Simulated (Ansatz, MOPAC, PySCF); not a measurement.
System: CH, charge 1, multiplicity 1. SMILES of the parent species: [CH]
Structure (B3LYP-D3(BJ)/def2-TZVP (Ansatz, an electronic-structure program) minimum search):
```
C
H 1 1.1375
```
Charge +1, spin multiplicity 1.

Unscaled harmonic wavenumbers (cm⁻¹) in rising order, each level at the stationary point that it reaches from this structure (no distance between atoms moves by over 0.3 Å); the order of modes can differ between levels, and a negative number is imaginary. B3LYP-D3(BJ)/def2-TZVP (PySCF, at the structure above): 2799.

PM3 (MOPAC): 3057. Zero-point energy 4.4 against 4.0 kcal/mol; where all levels lie over 400 cm⁻¹, the wavenumbers are on average 1.092 times those of B3LYP-D3(BJ)/def2-TZVP.

HF/3-21G (Ansatz): 3046. Zero-point energy 4.4 against 4.0 kcal/mol; where all levels lie over 400 cm⁻¹, the wavenumbers are on average 1.088 times those of B3LYP-D3(BJ)/def2-TZVP.

HF/6-31G* (Ansatz): 3200. Zero-point energy 4.6 against 4.0 kcal/mol; where all levels lie over 400 cm⁻¹, the wavenumbers are on average 1.143 times those of B3LYP-D3(BJ)/def2-TZVP.
